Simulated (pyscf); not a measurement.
Structures and frequencies: ωB97X-D3(BJ)/def2-SVP in PySCF.

Task: `[CH3][O][SiH]` [singlet] + `[H][H]` -> `[SiH2]` [singlet] + `[CH3][OH]`
Surface: singlet. Broken: O–Si, H–H. Formed: H–Si, H–O. Give ΔE‡ and ΔE from ωB97M-D3(BJ)/def2-TZVP, relative to the separated reactants.

Result: ΔE‡ = 30.4 kcal/mol, ΔE = +31.1 kcal/mol. Zero-point energy shifts the barrier by +3.2 kcal/mol. It is a four-centre exchange, with an imaginary mode of 1395i cm⁻¹. On the product side the descent ends in an adduct with a O–Si contact, 23.7 kcal/mol under the separated species and 22.0 kcal/mol under the saddle at ωB97X-D3(BJ)/def2-TZVP. At ωB97M-D3(BJ) the saddle lies under the separated products, which points to a path from their complex (located at ωB97X-D3(BJ) alone), and parting the products costs more than the saddle. What is counted as broken (O–Si) persists as a longer contact in the product adduct; parting that adduct is a step of its own. At the saddle there is also a short H–Si contact that neither side keeps. This is the saddle that the search found; another between the same sides may lie lower.
